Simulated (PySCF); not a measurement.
Atom-mapped SMILES (the numbers label the heavy atoms): `[NH3+:1][CH2:2][C:3]([F:4])([F:5])[F:6]` (H(Xn): hydrogen on atom n).

Geometry: GFN2-xTB; GIAO shifts from PySCF 2.14, gas phase, non-relativistic, averaged over equivalent atoms.

At revPBE/cc-pVDZ (109 basis functions, 59 s wall time (36 s CPU) on 1 thread of an Intel Xeon, shared host):
```tsv
atoms	δ (ppm)
N1	47.3
C3	127.2
C2	48.3
F4/F5/F6	-98.5
H(N1)	5.20
H(C2)	3.80
```

Shifts are taken against calculated references (same method and geometry level): NH3 for ¹⁵N (σ = 271.78 ppm); ¹³C (σ = 195.00 ppm) and ¹H (σ = 31.77 ppm) against TMS; ¹⁹F (σ = 166.27 ppm) vs CFCl3.

**Question.** Estimate the result of repeating the calculation with OPBE/def2-SVP.

**Answer.** 
| atoms | δ at OPBE/def2-SVP | change |
| --- | --- | --- |
| N1 | 42.7 | -4.6 |
| C3 | 127.7 | +0.5 |
| C2 | 45.7 | -2.6 |
| F4/F5/F6 | -87.9 | +10.6 |
| H(N1) | 5.35 | +0.15 |
| H(C2) | 3.86 | +0.06 |

Shifts are taken against calculated references (same method and geometry level): ¹⁵N (269.42 ppm) vs NH3; TMS for ¹³C (195.45 ppm), ¹H (31.78 ppm); ¹⁹F (182.79 ppm) vs CFCl3.

The largest change is at F4/F5/F6 (fluorine of a CF3 group). Cost: 109 basis functions, 42 s wall time (30 s CPU) on 1 thread of an Intel Xeon, shared host.

Unscaled 19F shifts against computed CFCl3 carry errors that often reach 10 to 50 ppm. Experimental scales use liquid or dissolved standards, which lie at an offset from isolated NH3 (liquid NH3: subtract about 20 ppm).
